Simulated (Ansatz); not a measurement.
in.yaml

```yaml
crystal:
  periodic: [false, false, false]
  atoms:
    - {symbol: Ge, position_ang: [0.000000, -0.631088, 1.651659]}
    - {symbol: O, position_ang: [0.000000, -0.154054, -4.045404]}
    - {symbol: H, position_ang: [0.000000, 0.785142, 2.393744]}
basis:
  gaussian: {orbitals: aug-cc-pVDZ}
magnetization: {spin_polarized: false, initial_magnetization: 1}
correlation: {active_space: {ras: {orbitals: [10, 1, 47], electrons: 21, max_holes: 2, max_particles: 2}, fixed_orbitals: true}}
accuracy: high
output: {forces: true}
```

```sh
$ ansatz run in.yaml --threads 1 --pin off --events-out ev --progress --plain --max-ram 2393MiB
```

Output:

```
1173 factors; integrals over basis functions are off by at most 4.4e-9 eV
mean field evaluation 1: about -58484.5605 eV, gradient 7.0e1 eV
mean field evaluation 2: about -58484.5631 eV, gradient 7.0e1 eV
mean field evaluation 4: about -58476.2612 eV, gradient 9.4e1 eV
mean field evaluation 8: about -58514.7494 eV, gradient 1.1e1 eV
mean field evaluation 16: about -58518.9153 eV, gradient 3.9e-3 eV
mean field evaluation 32: about -58518.9092 eV, gradient 2.5e-4 eV
mean field evaluation 64: about -58518.9132 eV, gradient 2.4e-2 eV
mean field evaluation 96: about -58518.9140 eV, gradient 1.2e-4 eV
mean field evaluation 128: about -58518.9136 eV, gradient 2.9e-1 eV
mean field evaluation 160: about -58513.7440 eV, gradient 3.4e1 eV
mean field evaluation 192: about -58518.9122 eV, gradient 9.4e-3 eV
mean field evaluation 224: about -58516.1026 eV, gradient 1.5e1 eV
mean field evaluation 256: about -58517.3093 eV, gradient 1.6e-1 eV
mean field evaluation 288: about -58518.9132 eV, gradient 5.7e-2 eV
mean field evaluation 320: about -58512.6024 eV, gradient 1.4e1 eV
mean field evaluation 352: about -58516.6906 eV, gradient 1.1e1 eV
mean field evaluation 384: about -58518.9153 eV, gradient 1.5e-2 eV
mean field evaluation 416: about -58516.8336 eV, gradient 2.5e1 eV
mean field -58518.91532330 eV, -2150.5304725859 hartree, gradient 2.1e-8 eV, S^2 0.750000; 20 other end points of the search recorded, 0 dependent functions left out
reference -58518.91532330 eV, -2150.5304725859 hartree; 21, 20 occupied and 47, 48 virtual orbitals, 1173 factors
state -58525.50089547 eV, -2150.7724878993 hartree
the calculation of the forces begins
Total energy: -58525.50089547 eV, -2150.7724878993 hartree
Atom 0 at     0.000000    -0.631088     1.651659 Å, force     0.000000     0.057724     0.022870 eV/Å
Atom 1 at     0.000000    -0.154054    -4.045404 Å, force     0.000000    -0.000527     0.007508 eV/Å
Atom 2 at     0.000000     0.785142     2.393744 Å, force    -0.000000    -0.057197    -0.030378 eV/Å
Dipole moment:     0.000000    -0.020128     0.002579 e Å
```

Natural occupations: 1.9988 1.9988 1.9988 1.9988 1.9988 1.9756 1.9677 1.9493 1.9486 1.9486 0.9917 0.0761 0.0255 0.0231 0.0119 0.0119 0.0085 0.0072 0.0065 0.0062 0.0053 0.0052 0.0052 0.0052.

Forces (eV/Å):
```
Ge   0.000  0.058  0.023
O    0.000 -0.001  0.008
H    0.000 -0.057 -0.030
```

Ran on 1 thread of Arm Neoverse V2, shared host: 2 min wall, 0.59 GiB peak host memory.
